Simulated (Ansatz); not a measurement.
# Fe₁₅Co (Pm-3m)

Theory: DFT r2SCAN, scalar-relativistic, plane waves, PAW (Ansatz 0.2.0).

Cutoff 500 eV; k points 6×6×6 on the computed 16-atom cell (Γ-centred); Gaussian smearing, width 0.10 eV; collinear spin from starting moments 3.14 3.12 3.12 3.12 3.04 3.04 3.04 3.12 3.12 3.12 3.12 3.12 3.12 3.12 3.12 2.13 μB.

The structure is relaxed at this level of theory with its symmetry kept. Whether it is the stable form of this composition wasn't checked.

Space group Pm-3m (No. 221). a = 5.725 Å, b = 5.725 Å, c = 5.725 Å, α = 90.00°, β = 90.00°, γ = 90.00°
| atom | site | symmetry | x | y | z |
| --- | --- | --- | --- | --- | --- |
| Fe | 1b | m-3m | 0.5000 | 0.5000 | 0.5000 |
| Fe | 3c | 4/mm.m | 0.5000 | 0.0000 | 0.5000 |
| Fe | 3d | 4/mm.m | 0.5000 | 0.0000 | 0.0000 |
| Fe | 8g | .3m | 0.2478 | 0.2478 | 0.2478 |
| Co | 1a | m-3m | 0.0000 | 0.0000 | 0.0000 |

| Item | Value |
| --- | --- |
| Space group | Pm-3m (No. 221) |
| Volume per atom | 11.73 Å³ |
| Formation energy from the elements' standard states (uncorrected) | -0.031 eV/atom |
| Generalised Kohn–Sham band gap | none (metal) |
| Density of states at the Fermi level | 11.59 states/eV per cell |
| Löwdin character within 0.5 eV of the Fermi level | Fe 3d 82 %, Fe 4s 9 %, unprojected 5 % |
| Bulk modulus | 174 GPa |
| Its pressure derivative | 3.3 |
| Total moment | 41.85 μB per cell |
| Site moments (μB; atoms counted from 1 over the whole cell) | Fe (atom 1) 2.85, Fe (atom 2) 2.84, Fe (atom 3) 2.84, Fe (atom 4) 2.84, Fe (atom 5) 2.76, Fe (atom 6) 2.76, Fe (atom 7) 2.76, Fe (atom 8) 2.84, Fe (atom 9) 2.84, Fe (atom 10) 2.84, Fe (atom 11) 2.84, Fe (atom 12) 2.84, Fe (atom 13) 2.84, Fe (atom 14) 2.84, Fe (atom 15) 2.84, Co (atom 16) 1.94 |

The state reached may not be the lowest one.

Only this magnetic start was tried.

Cost: 9 runs of about 63 core-minutes in all, on Intel Xeon 6975P-C (Granite Rapids) (shared hosts).